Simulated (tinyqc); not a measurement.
Worked calculation: Pariser-Parr-Pople SCF with singles CI, for the molecule OC=CCl (SMILES; centres numbered as the heavy atoms are written). Computed by tinyqc, a small Python program that keeps every step. Settings: charge = 0, gamma = Ohno, start = core, damping = 0, iteration cap = 53, excitations kept = 6. Command: `OMP_NUM_THREADS=1 python tinyqc.py 30013 30014 out.jsonl` (the two numbers bound the seeds that draw the settings). One thread of a shared host (Intel(R) Xeon(R) Processor @ 2.60GHz), about 0.01 s of CPU time with the checks. Later iterations appear only in the table of the cycle.

## PPP integrals

Centres (angstrom, eV; a flat drawing with bonds scaled to 1.40 angstrom):
```
centre,x,y,core charge z,W,gamma_rr
1O,1.8480,-0.1270,2,33.0000,21.5000
2C,0.5590,0.4210,1,11.1600,11.1300
3C,-0.5590,-0.4210,1,11.1600,11.1300
4Cl,-1.8480,0.1270,2,26.0000,13.0000
```

Resonance integrals (eV):
```
i,j,beta
1,2,-2.4100
2,3,-2.5700
3,4,-1.7100
```

Ohno: gamma = 14.399645/sqrt(R^2 + a^2), a = 2 x 14.399645/(gamma_rr + gamma_ss); H_rr = -W_r - sum_(s != r) z_s gamma_rs; H_rs = beta for bonds.

repulsion gamma_rs (eV):
```
,1O,2C,3C,4Cl
1O,21.5000,8.6979,5.5801,3.7918
2C,8.6979,11.1300,7.5550,5.3279
3C,5.5801,7.5550,11.1300,7.8251
4Cl,3.7918,5.3279,7.8251,13.0000
```

core matrix H (eV):
```
,1O,2C,3C,4Cl
1O,-54.8615,-2.4100,0.0000,0.0000
2C,-2.4100,-46.7665,-2.5700,0.0000
3C,0.0000,-2.5700,-45.5255,-1.7100
4Cl,0.0000,0.0000,-1.7100,-46.7366
```

## Starting guess

pi electrons, sum of z_r less the charge = 6

Orbitals of the core matrix H.

P at the start:
```
,1O,2C,3C,4Cl
1O,1.9746,0.1266,-0.1691,0.0744
2C,0.1266,1.3692,0.8428,-0.3707
3C,-0.1691,0.8428,0.8741,0.4953
4Cl,0.0744,-0.3707,0.4953,1.7821
```

## Iteration 1: Fock matrix

F_rr = H_rr + P_rr gamma_rr / 2 + sum_(s != r) P_ss gamma_rs; F_rs = H_rs - P_rs gamma_rs / 2; E = tr P (H + F) / 2 + core repulsion sum_(r<s) z_r z_s gamma_rs.

F (eV):
```
,1O,2C,3C,4Cl
1O,-10.0906,-2.9604,0.4718,-0.1410
2C,-2.9604,-5.8734,-5.7535,0.9877
3C,0.4718,-5.7535,-5.3532,-3.6479
4Cl,-0.1410,0.9877,-3.6479,-13.5308
```

pi energy = -109.3228 eV

## Iteration 1: orbitals and new P

Diagonalise F (the basis is taken as orthonormal) and form P = 2 sum c c over the lowest orbitals.

orbital energies (eV): -15.1711  -12.3729  -8.6976  1.3936

P after iteration 1:
```
,1O,2C,3C,4Cl
1O,1.9192,0.2649,-0.2782,0.0863
2C,0.2649,1.1312,0.9124,-0.2830
3C,-0.2782,0.9124,1.0417,0.2972
4Cl,0.0863,-0.2830,0.2972,1.9078
```

## Iteration 2: Fock matrix

As before.

F (eV):
```
,1O,2C,3C,4Cl
1O,-11.3436,-3.5621,0.7762,-0.1636
2C,-3.5621,-5.7431,-6.0167,0.7539
3C,0.7762,-6.0167,-5.5434,-2.8729
4Cl,-0.1636,0.7539,-2.8729,-12.8797
```

pi energy = -110.3381 eV

## Iteration 2: orbitals and new P

As before.

orbital energies (eV): -14.4982  -13.1997  -9.3839  1.5719

P after iteration 2:
```
,1O,2C,3C,4Cl
1O,1.8934,0.3151,-0.3101,0.0793
2C,0.3151,1.0681,0.9171,-0.2345
3C,-0.3101,0.9171,1.0975,0.2308
4Cl,0.0793,-0.2345,0.2308,1.9410
```

## Iteration 3: Fock matrix

As before.

F (eV):
```
,1O,2C,3C,4Cl
1O,-11.7331,-3.7804,0.8652,-0.1503
2C,-3.7804,-5.7208,-6.0344,0.6247
3C,0.8652,-6.0344,-5.5945,-2.6129
4Cl,-0.1503,0.6247,-2.6129,-12.6620
```

pi energy = -110.4568 eV

## Iteration 3: orbitals and new P

As before.

orbital energies (eV): -14.5235  -13.2533  -9.5055  1.5718

P after iteration 3:
```
,1O,2C,3C,4Cl
1O,1.8840,0.3319,-0.3207,0.0747
2C,0.3319,1.0505,0.9174,-0.2136
3C,-0.3207,0.9174,1.1135,0.2064
4Cl,0.0747,-0.2136,0.2064,1.9520
```

## Convergence

Stop when output and input P, before any damping, agree to 1e-7.

Course of the cycle:
```
iteration,E (eV),largest |P(out) - P(in)|
1,-109.322781,2.38e-01
2,-110.338135,6.65e-02
3,-110.456776,2.44e-02
4,-110.472230,9.43e-03
5,-110.474447,3.74e-03
6,-110.474788,1.51e-03
7,-110.474842,6.14e-04
8,-110.474851,2.54e-04
9,-110.474853,1.05e-04
10,-110.474853,4.34e-05
11,-110.474853,1.79e-05
12,-110.474853,7.41e-06
13,-110.474853,3.07e-06
14,-110.474853,1.27e-06
15,-110.474853,5.25e-07
16,-110.474853,2.17e-07
17,-110.474853,8.99e-08
```

Converged in 17 iterations.

## Converged orbitals

Charges are z - P_rr.

orbital energies (eV): -14.6075  -13.2096  -9.5552  1.5586

coefficients:
```
,MO1,MO2,MO3,MO4
1O,0.6515,-0.4936,-0.5211,-0.2459
2C,0.5293,-0.1424,0.4702,0.6917
3C,0.3919,0.2143,0.6001,-0.6636
4Cl,0.3767,0.8308,-0.3838,0.1437
```

pi charges: 1O 0.1210, 2C -0.0430, 3C -0.1192, 4Cl 0.0413

## Singles CI, singlets

Over the 3 single excitations with the smallest orbital gaps: A = (e_a - e_i) delta + 2 (ia|jb) - (ij|ab), with (pq|rs) = sum c_mp c_mq gamma_mn c_nr c_ns. f = 2/3 w |mu|^2 in atomic units, mu = sqrt2 sum c_ia sum_m c_mi c_ma R_m.

singlet CI matrix (eV):
```
,3>4,2>4,1>4
3>4,5.9506,0.0549,-0.0346
2>4,0.0549,8.4661,0.0922
1>4,-0.0346,0.0922,9.3951
```

singlet excitation energies (eV): 5.9490  8.4584  9.4044

oscillator strengths: 0.6567  0.0037  0.1413

## Singles CI, triplets

Over the 3 single excitations with the smallest orbital gaps: A = (e_a - e_i) delta - (ij|ab), with (pq|rs) = sum c_mp c_mq gamma_mn c_nr c_ns.

triplet CI matrix (eV):
```
,3>4,2>4,1>4
3>4,2.6857,-0.5243,-0.7781
2>4,-0.5243,7.7360,0.4827
1>4,-0.7781,0.4827,7.8638
```

triplet excitation energies (eV): 2.5323  7.3155  8.4378
